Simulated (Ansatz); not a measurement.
## bcc Na

Level of theory: PBEsol (Ansatz, a quantum-chemistry and plane-wave program, PAW).

Settings: plane-wave cutoff 520 eV, 22×22×22 k mesh, Fermi–Dirac smearing 0.097 eV (set by the program), scalar-relativistic PAW data made under PBE.

Cell: relaxed at this level.

* **elastic constant C11**: 8.99 GPa
* **elastic constant C12**: 7.30 GPa
* **elastic constant C44**: 6.54 GPa
* **Voigt–Reuss–Hill bulk modulus**: 7.86 GPa
* **Voigt–Reuss–Hill shear modulus (Hill average)**: 3.02 GPa
* **Young modulus**: 8.0 GPa
* **Poisson ratio**: 0.330

Measured, for comparison: elastic constant C11 8.2 GPa, elastic constant C12 6.7 GPa, elastic constant C44 5.53 GPa (temperature not stated, not corrected to a static lattice; as tabulated in arXiv:1601.06701). Computed (rounded) less measured: elastic constant C11 +10 %, elastic constant C12 +9 %, elastic constant C44 +18 %. A static lattice is as a rule a little smaller and stiffer than an uncorrected measurement, which narrows the difference in the elastic constant C11, elastic constant C12 and would widen misses of the other sign.

Elastic constants are with the ions relaxed.

Static lattice: no zero-point or thermal effects.

Computing time: very roughly 5 core-minutes.
